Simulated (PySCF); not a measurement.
Hydroxylamine, H₃NO.
Bonds: N1–O2. Hydrogens: H3, H4 on N1; H5 on O2.

Level: PBE0/def2-SVPD in PySCF, non-relativistic, on one gas-phase PBE0-D3(BJ)/def2-SVP geometry that isn't relaxed in the solvent. The solvent is an IEF-PCM continuum (cavity from Bondi-type radii × 1.2), and excitations are vertical TDDFT with non-equilibrium linear response and a frozen core. The model holds no explicit solvent molecules, cavitation or dispersion.

Gas-phase singlets (H = HOMO, L = LUMO):

```
state  E (eV)  λ (nm)      f  leading configurations
   S1   6.793     183  0.007                 H→L 98%
   S2   7.230     171  0.029               H→L+1 97%
   S3   7.675     162  0.010               H-1→L 96%
   S4   8.263     150  0.019             H-1→L+1 95%
   S5   8.468     146  0.002               H→L+2 99%
```

**Question.** What are the lowest 5 singlets in tetrahydrofuran (ε = 7.426)?

**Answer.** 
| state | E (eV) | λ (nm) | f | leading configurations | change by rank (eV) |
| --- | --- | --- | --- | --- | --- |
| S1 | 6.950 | 178 | 0.010 | H→L 98% | +0.157 |
| S2 | 7.489 | 166 | 0.044 | H→L+1 97% | +0.259 |
| S3 | 7.825 | 158 | 0.014 | H-1→L 98% | +0.150 |
| S4 | 8.510 | 146 | 0.022 | H-1→L+1 95% | +0.247 |
| S5 | 8.675 | 143 | 0.000 | H→L+2 98% | +0.207 |

**Question.** What are the lowest 5 singlets in acetone (ε = 20.49)?

**Answer.** 
```tsv
state	E (eV)	λ (nm)	f	leading configurations	change by rank (eV)
S1	6.977	178	0.010	H→L 98%	+0.184
S2	7.533	165	0.046	H→L+1 97%	+0.303
S3	7.848	158	0.014	H-1→L 98%	+0.173
S4	8.551	145	0.021	H-1→L+1 95%	+0.288
S5	8.704	142	0.000	H→L+2 98%	+0.236
```

**Question.** The ground-state energy changes by -0.252 eV from gas to acetone. By how much does the total energy of gas-phase S1 change?

**Answer.** E(S1) = E(S0) + excitation energy, so it changes by -0.252 + 0.184 = -0.068 eV: it is lowered less than the ground state, which is what a blue shift means. This is the vertical state, with the slow part of the continuum still set for S0.

**Question.** How do the frontier levels move from gas to acetone?

**Answer.** 
| orbital | gas (eV) | solvent (eV) | change (eV) |
| --- | --- | --- | --- |
| LUMO+2 | 2.49 | 2.67 | +0.18 |
| LUMO+1 | 1.25 | 1.59 | +0.34 |
| LUMO | 0.85 | 1.02 | +0.17 |
| HOMO | -7.55 | -7.57 | -0.02 |
| HOMO-1 | -8.57 | -8.57 | 0.00 |
| HOMO-2 | -12.64 | -12.67 | -0.03 |
| HOMO-3 | -14.20 | -14.05 | +0.15 |

The HOMO–LUMO gap goes from 8.39 to 8.59 eV.

Rough CPU time on one thread of a shared machine: about 3 s. This is the whole response run at PBE0/def2-SVPD in acetone, SCF included.

The values belong to the conformer `[NH2:1][OH:2]`: H–N1–O2–H -125°.
